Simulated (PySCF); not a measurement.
# C3H7FN: the cost of one run

Program: PySCF 2.14.0. Level of theory: levels as typed in each script, gas phase, geometry from GFN2-xTB. These are calculated values, not measurements.

**1. Where the work starts**

SMILES `C=C(F)C[NH3+]`, 12 atoms, charge 1, spin multiplicity 1.

Bond lengths: C1–C2 1.314 Å, C1–H6 1.073 Å, C1–H7 1.076 Å, C2–F3 1.358 Å, C2–C4 1.507 Å, C4–N5 1.495 Å, C4–H8 1.095 Å, C4–H9 1.089 Å, N5–H10 1.029 Å, N5–H11 1.034 Å, N5–H12 1.027 Å. Angles: C2–C1–H6 121.5°, C2–C1–H7 120.8°, H6–C1–H7 117.7°, C1–C2–F3 121.7°, C1–C2–C4 129.1°, F3–C2–C4 109.2°, C2–C4–N5 108.8°, C2–C4–H8 109.4°, C2–C4–H9 110.6°, N5–C4–H8 108.2°, N5–C4–H9 110.7°, H8–C4–H9 109.1°, C4–N5–H10 110.8°, C4–N5–H11 108.1°, C4–N5–H12 111.9°, H10–N5–H11 107.8°, H10–N5–H12 109.1°, H11–N5–H12 109.2°.

As a file:

```xyz
12

C    -1.8093    0.5891   -0.2303
C    -0.6506    0.0471    0.0717
F    -0.4873   -1.2991    0.1347
C     0.6557    0.7201    0.4046
N     1.7592    0.0069   -0.3076
H    -1.9325    1.6541   -0.2854
H    -2.6732   -0.0249   -0.4140
H     0.8400    0.6452    1.4809
H     0.6297    1.7712    0.1194
H     1.6865    0.1450   -1.3251
H     1.6612   -1.0054   -0.1187
H     2.6850    0.3210    0.0082
```

**2. Response to an electric field (HF/def2-svpd)**

File input.py:

```python
import numpy as np
from pyscf import gto, scf, dft
from pyscf.scf import atom_ks, atom_hf
from scipy.linalg import block_diag

def solve(mol, dm0=None, hcore=None):
    mf = scf.UHF(mol) if mol.spin else scf.RHF(mol)
    mf = mf.density_fit(auxbasis='def2-universal-jkfit')
    mf.conv_tol, mf.max_cycle = 1e-8, 80
    if hcore is not None:
        mf.get_hcore = lambda *args: hcore
    mf.kernel(dm0)
    if not mf.converged:
        mf = mf.newton().run(mf.mo_coeff, mf.mo_occ, max_cycle=30)
    assert mf.converged, 'SCF not converged'
    return mf

mol = gto.M(atom='''
C     -1.80929     0.58912    -0.23026
C     -0.65064     0.04706     0.07166
F     -0.48733    -1.29912     0.13470
C      0.65570     0.72013     0.40460
N      1.75925     0.00686    -0.30765
H     -1.93255     1.65405    -0.28543
H     -2.67319    -0.02491    -0.41405
H      0.84003     0.64521     1.48093
H      0.62967     1.77123     0.11944
H      1.68651     0.14500    -1.32510
H      1.66116    -1.00540    -0.11871
H      2.68502     0.32097     0.00822
''', basis='def2-svpd', charge=1, spin=0, verbose=4)
field = np.array([-0.0, -0.004, -0.0])  # atomic units
mol.set_common_orig(mol.atom_charges() @ mol.atom_coords() / mol.atom_charges().sum())
mf = solve(mol)
out = dict(dm0=mf.make_rdm1(), d0=mf.dip_moment(unit='AU'), e0=mf.e_tot)
for name, sign in (('p', 1), ('m', -1)):
    h = mf.get_hcore() + sign * np.einsum('x,xij->ij', field, mol.intor('int1e_r'))
    mi = solve(mol, mf.make_rdm1(), h)
    out.update({'dm' + name: mi.make_rdm1(), 'd' + name: mi.dip_moment(unit='AU'), 'e' + name: mi.e_tot})
# spherically averaged free atoms, for the promolecule
atm = scf.atom_hf.get_atm_nrhf(mol)
pro = block_diag(*[(atm[a[0]][2] * atm[a[0]][3]) @ atm[a[0]][2].T for a in mol._atom])
np.savez('result.npz', pro=pro, **out)
```

On the command line:

```bash
$ OMP_NUM_THREADS=1 python input.py
```

What time and memory should one allow on 1 thread of Intel Xeon 6975P-C (Granite Rapids), shared host?

About 2.6 s, with a peak of 0.31 GiB.
